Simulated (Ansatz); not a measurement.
in.yaml

```yaml
crystal:
  periodic: [false, false, false]
  atoms:
    - {symbol: Si, position_ang: [-1.871956, 0.028327, 0.000001]}
    - {symbol: H, position_ang: [-2.366828, 1.428035, 0.000001]}
    - {symbol: H, position_ang: [-2.366827, -0.671527, 1.212184]}
    - {symbol: H, position_ang: [-2.366828, -0.671527, -1.212182]}
    - {symbol: H, position_ang: [0.487044, 0.028327, 0.000000]}
    - {symbol: Si, position_ang: [1.927044, 0.028327, -0.000001]}
    - {symbol: H, position_ang: [2.539225, -0.845957, 1.090012]}
    - {symbol: H, position_ang: [2.539224, -0.845957, -1.090013]}
basis:
  gaussian: {orbitals: cc-pVDZ}
magnetization: {spin_polarized: true, initial_magnetization: 0}
hamiltonian: {xc: {name: revPBE}}
```

```sh
$ ansatz run in.yaml --threads 1 --pin off --events-out ev --progress --plain --max-ram 2393MiB
```

Problem. Roughly how long does this take on 1 thread of Arm Neoverse V1, shared host, and how much host memory?

Solution. 9.5 s wall and 0.21 GiB.

```
824 factors; their error is unknown
mean field evaluation 1: about -15844.4525 eV, gradient 1.1e1 eV
mean field evaluation 2: about -15843.0671 eV, gradient 1.4e1 eV
mean field evaluation 4: about -15845.6151 eV, gradient 1.1e0 eV
mean field evaluation 8: about -15845.6275 eV, gradient 4.1e-1 eV
mean field evaluation 16: about -15845.6171 eV, gradient 1.9e-5 eV
mean field evaluation 32: about -15845.7965 eV, gradient 1.1e0 eV
mean field evaluation 64: about -15845.8007 eV, gradient 7.0e-4 eV
mean field -15845.80064998 eV, -582.3224332175 hartree, gradient 1.7e-5 eV, S^2 0.717340; 5 other end points of the search recorded, 0 dependent functions left out
reference -15845.80070213 eV, -582.3224351337 hartree; 17, 17 occupied and 49, 49 virtual orbitals, 824 factors
Total energy: -15845.80070213 eV, -582.3224351337 hartree
```
